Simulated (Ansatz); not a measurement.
Relaxation of AlFH$_{2}$ (4 atoms, charge 0, multiplicity 1), to a largest force component of 0.03 eV/Å in at most 50 steps.

Level of theory: RKS PBE-D4/def2-TZVP in Ansatz 0.2.0.

```xyz
4
Properties=species:S:1:pos:R:3:forces:R:3
Al -0.125 0.000 -0.961 0.13 0.00 0.07
F 1.404 0.000 1.488 -0.29 0.00 0.26
H 2.014 0.000 0.780 0.20 0.00 -0.35
H -1.681 0.000 -0.375 -0.03 0.00 0.02
```

Question: Where does it end, and by what steps?

Answer: The run converged. The force dipped under the threshold on the way, but the program's further checks kept it going. After 11 steps the energy has fallen by 0.038 eV; F2 moved furthest, 0.26 Å.

```tsv
step	energy less start (eV)	largest force component (eV/Å)	accepted
0	0.0000	0.352	yes
1	-0.0295	0.098	yes
2	-0.0298	0.095	yes
3	-0.0332	0.030	yes
4	-0.0340	0.049	yes
5	-0.0287	0.565	no
6	-0.0358	0.029	yes
7	-0.0335	0.440	no
8	-0.0369	0.044	yes
9	-0.0373	0.008	yes
10	-0.0365	0.202	no
11	-0.0375	0.007	yes
```

```xyz
4
Properties=species:S:1:pos:R:3
Al 0.037 0.000 -0.863
F 1.194 0.000 1.343
H 1.881 0.000 0.684
H -1.499 0.000 -0.232
```

Whether the end is a true minimum wasn't checked by a vibrational analysis.

The run took 13 s on 1 thread of Arm Neoverse V1 (shared host), peak memory 0.11 GiB.
